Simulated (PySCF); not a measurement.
# BH3O (BH2(OH)) at QCISD(T)/STO-6G

What is the energy change on altering one bond length of BH3O (BH2(OH)) at QCISD(T)/STO-6G? The job is set up through a Python script.

Program for the calculation: PySCF 2.14.0.

11 further runs of the same task are left out: 11 set aside as unsound or not needed.

## (1) The system as given

The species is BH3O (5 atoms), meant as a singlet with charge 0. SMILES: `[H]B([H])O`. Geometry: relaxed at GFN2-xTB.

Bond lengths: B1–O4 1.325 Å, B1–H2 1.172 Å, B1–H3 1.182 Å, O4–H5 0.958 Å. Angles: B1–O4–H5 117.9°, H2–B1–O4 115.8°, H3–B1–O4 122.8°, H2–B1–H3 121.4°.

## (2) A single-point energy at QCISD(T)/STO-6G

File run.py:

```python
# BH2(OH)
from pyscf import gto, cc

mol = gto.Mole()
mol.atom = '''
B      0.512059     0.571604    -0.205035
H      2.652325     0.737069    -0.747595
H     -0.818081     2.364728    -0.152501
O     -0.301260    -1.736091     0.329738
H     -2.045062    -1.937309     0.775392
'''
mol.basis = 'sto-6g'
mol.verbose = 3
mol.spin = 0
mol.max_memory = 1860
mol.unit = 'bohr'
mol.charge = 0
mol.build()

myscf = mol.RHF()
myscf.conv_tol = 1e-10
myscf.kernel()
if not myscf.converged:
    myscf = myscf.newton().run(myscf.mo_coeff, myscf.mo_occ)

mycc = cc.QCISD(myscf, frozen=2)
mycc.kernel()
e_t = mycc.qcisd_t()
etot = mycc.e_tot + e_t
print(f'total energy: {etot:.8f} hartree')
```

Started as:

```
$ OMP_NUM_THREADS=1 python run.py
```

The program printed:

```text
converged SCF energy = -100.95377627219
E(QCISD) = -101.0605420672486  E_corr = -0.1067657950585884
QCISD(T) correction = -0.00208432284806704
total energy: -101.06262639 hartree
```

Wall time 0.72 s (1 thread of Arm Neoverse V2, shared host); peak memory 0.12 GiB.

## (3) The distorted shape, same level

File calc.py:

```python
from pyscf import gto, scf, cc

mol = gto.M(
    atom='''
B    1.115622  -0.836171  -0.141860
H    2.248202  -0.748611  -0.428970
H   -0.432910   1.251360  -0.080700
O    0.685232  -2.057351   0.141130
H   -0.237548  -2.163831   0.376960
''',
    basis='sto-6g',
    spin=0,
    charge=0,
    max_memory=1860,
    verbose=3,
)

myscf = scf.RHF(mol)
myscf.conv_tol = 1e-10
myscf.kernel()
if not myscf.converged:
    myscf = myscf.newton().run(myscf.mo_coeff, myscf.mo_occ)

mycc = cc.QCISD(myscf, frozen=2)
mycc.kernel()
e_t = mycc.qcisd_t()
energy = mycc.e_tot + e_t
print('Final energy', energy)
```

Started as:

```
$ OMP_NUM_THREADS=1 python calc.py
```

The program printed:

```text
converged SCF energy = -100.644084737742
E(QCISD) = -100.8665812886919  E_corr = -0.2224965509495954
QCISD(T) correction = -0.00718037754614487
Final energy -100.87376166623801
```

Wall time 0.71 s (1 thread of Arm Neoverse V2, shared host); peak memory 0.1 GiB.

## (4) What came out

At QCISD(T)/STO-6G, 2 core orbitals frozen:

```
                                                         quantity          value
                                        first shape: total energy  -101.06263 Eh
                first shape: dipole moment (Hartree–Fock density)         1.65 D
                 first shape: HOMO energy (Hartree–Fock orbitals)      -10.78 eV
                 first shape: LUMO energy (Hartree–Fock orbitals)        8.34 eV
               first shape: HOMO–LUMO gap (Hartree–Fock orbitals)       19.12 eV
         first shape: correlation energy (2 core orbitals frozen)     -108.9 mEh
                                      first shape: (T) correction      -2.08 mEh
                                       first shape: T1 diagnostic          0.023
                                    distorted shape: total energy  -100.87376 Eh
            distorted shape: dipole moment (Hartree–Fock density)         2.02 D
             distorted shape: HOMO energy (Hartree–Fock orbitals)       -5.06 eV
             distorted shape: LUMO energy (Hartree–Fock orbitals)        4.18 eV
           distorted shape: HOMO–LUMO gap (Hartree–Fock orbitals)        9.24 eV
     distorted shape: correlation energy (2 core orbitals frozen)     -229.7 mEh
                                  distorted shape: (T) correction      -7.18 mEh
                                   distorted shape: T1 diagnostic          0.038
energy change with the B1–H3 bond stretched from 1.182 to 2.600 Å       5.139 eV
```

What this shows: With the B1–H3 bond stretched from 1.182 to 2.600 Å the energy rises by 5.14 eV (119 kcal/mol). The first shape isn't relaxed at this level, so the change isn't measured from a minimum. The minimal basis adds a large error of its own. The T1 diagnostic (first shape) of 0.023 is above the customary mark for such species, so a single reference may not serve. The triples (first shape) make up 1.9 % of the correlation energy. The T1 diagnostic (distorted shape) of 0.038 is above the customary mark for such species, so a single reference may not serve. Mulliken charges (distorted shape) of the mean-field density run from -0.36 on O4 to +0.36 on B1. The triples (distorted shape) make up 3.1 % of the correlation energy.
